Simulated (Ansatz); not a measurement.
Worked example: the barrier

An elementary step of AlH3O2, closed shell (AlH₃O₂ ([OH][AlH][OH]) → AlHO₂ ([O][Al][OH]) + H₂; bonds formed: H2–H4; bonds broken: Al1–H2, O3–H4). “Start” is the structure reached by relaxing down from the saddle towards the reactants; PBE0-D4/def2-TZVP structures. The saddle:

```
atom    x (Å)    y (Å)    z (Å)
 Al1   0.2143   0.1872   0.2175
  H2  -0.0390  -1.4410  -0.7013
  O3   1.5946  -0.4548   0.7554
  H4   0.6969  -1.4119  -0.2400
  O5  -1.1193   1.1187  -0.1562
  H6  -1.3475   2.0019   0.1246
```

Ansatz 0.2.0; basis: def2-TZVPP and def2-QZVPP; cores frozen in the correlated methods.

Energies in eV:

| quantity | saddle | start |
| --- | --- | --- |
| Hartree–Fock, triple zeta (X = 3) | -10706.22367 | -10710.01501 |
| Hartree–Fock, quadruple zeta (X = 4) | -10706.63859 | -10710.43004 |
| MP2 correlation, X = 3 | -16.35203 | -15.43287 |
| MP2 correlation, X = 4 | -17.63346 | -16.69977 |
| CCSD(T) correlation, X = 3 | -17.03812 | -16.27004 |

Problem. Work out the barrier at the basis limit: extrapolate Hartree–Fock as E(X) = E∞ + A exp(−7.88 √X) and the MP2 correlation as E(X) = E∞ + B X^−2.97 (the exponents that Neese and Valeev fitted for def2-TZVPP and QZVPP), then add CCSD(T) − MP2 in triple zeta.

Solution. Each step is linear, so take the differences first (saddle − start): Hartree–Fock 3.79134 (X = 3) and 3.79145 (X = 4); MP2 correlation -0.91916 and -0.93369; CCSD(T) correlation -0.76808.
Two points give E∞ = E(4) + w [E(4) − E(3)], with w = 1/(exp(7.88 (2 − √3)) − 1) = 0.1377 for Hartree–Fock and w = 1/((4/3)^2.97 − 1) = 0.7407 for the correlation.
Hartree–Fock: 3.79145 + 0.1377 × 0.00011 = 3.7915 eV.
MP2 correlation: -0.93369 + 0.7407 × (-0.01453) = -0.9445 eV.
CCSD(T) − MP2: -0.76808 − (-0.91916) = 0.1511 eV.
Sum: 3.7915 + (-0.9445) + 0.1511 = 2.9981 eV, or 69.14 kcal/mol. Plain CCSD(T) in triple zeta gives 3.0233 eV, so the larger basis shifts the result by -0.0252 eV.

T1 diagnostic: at most 0.022.

Labels in which every atom is bracketed show which atoms are joined, not bond orders.

For scale, one of the runs: CCSD(T)/def2-TZVPP, 146 basis functions (an equivalent command: `ansatz run in.yaml --threads 2`). The run took 18 s on 2 CPU threads (shared host), with 0.87 GiB of host memory at its peak.
